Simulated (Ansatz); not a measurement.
# Breaking a bond in PH2 (SMILES [PH2])

PH2: 3 atoms, total charge 0, spin state doublet. As SMILES, `[PH2]`. The coordinates come from a GFN2-xTB relaxation.

```jsonl
{"atom": "P", "x (Å)": "0.5145", "y (Å)": "-0.3028", "z (Å)": "0.2527"}
{"atom": "H", "x (Å)": "0.1115", "y (Å)": "1.0274", "z (Å)": "0.1724"}
{"atom": "H", "x (Å)": "-0.6260", "y (Å)": "-0.7246", "z (Å)": "-0.4251"}
```

The P1–H3 distance is scanned; the parts on either side stay rigid. Basis 6-31G(d), 5 core orbitals frozen in the correlated methods; program Ansatz 0.2.0. FCI is exact within this basis and core. Energies in eV from each method's value at 1.392 Å; open shells run as named. The shape above is that at 1.392 Å.

```csv
distance (Å),UPBE,UB3LYP,UCCSD(T),UBCCD(T),FCI
1.392,0.00,0.00,0.00,0.00,0.00
1.740,0.52,0.59,0.57,0.57,0.56
2.088,1.60,1.73,1.57,1.55,1.54
2.784,3.05,3.10,2.73,2.72,2.65
3.480,3.32,3.38,2.89,2.89,2.88
```

Departure from the FCI curve at its largest: UPBE +0.44 eV at 3.48 Å; UB3LYP +0.50 eV at 3.48 Å; UCCSD(T) +0.08 eV at 2.78 Å; UBCCD(T) +0.08 eV at 2.78 Å. Functionals converge differently with the basis, so for them the departure isn't an error alone.
